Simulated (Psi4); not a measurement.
Process, species as SMILES: N#C (CH-N) → [C-]#[NH+] (C-NH)
B3LYP-D3(BJ)/def2-TZVP geometries, fixed; electronic energies without zero-point terms.

Basis-set convergence of the isomerisation energy at HF with Psi4. Cartesian d functions, on some or all atoms, in 6-31+G*; all else is spherical. Density fitting with the program's default auxiliary sets. Psi4's default fitting sets serve the pcseg sets less well. No added dispersion term, no relativity. Functions are those of the species that has most. Reference: the value in aug-cc-pVQZ, 10.03 kcal/mol, itself unsure by roughly 0.03 kcal/mol (its mean distance from cc-pV5Z, def2-QZVPPD, def2-QZVPP).

| basis | functions | isomerisation energy (kcal/mol) |
|---|---|---|
| STO-3G | 11 | 19.41 |
| pcseg-0 | 20 | 6.95 |
| cc-pVDZ | 33 | ? |
| def2-SVP | 33 | ? |
| pcseg-1 | 33 | ? |
| 6-31+G* | 40 | 10.93 |
| 6-311G** | 42 | 10.63 |
| def2-SVPD | 48 | 9.49 |
| 6-311+G** | 50 | ? |
| 6-311++G(2d,2p) | 64 | 10.54 |
| def2-TZVP | 68 | 10.39 |
| cc-pVTZ | 74 | 10.22 |
| pcseg-2 | 74 | 10.02 |
| def2-TZVPP | 76 | 10.06 |
| def2-TZVPPD | 91 | 10.06 |
| cc-pVQZ | 140 | 10.09 |
| pcseg-3 | 153 | 10.13 |
| aug-cc-pVQZ | 206 | 10.03 |

Problem. Complete the blanks.

Solution. 
- cc-pVDZ, isomerisation energy (kcal/mol): 11.05
- def2-SVP, isomerisation energy (kcal/mol): 9.64
- pcseg-1, isomerisation energy (kcal/mol): 9.53
- 6-311+G**, isomerisation energy (kcal/mol): 10.29
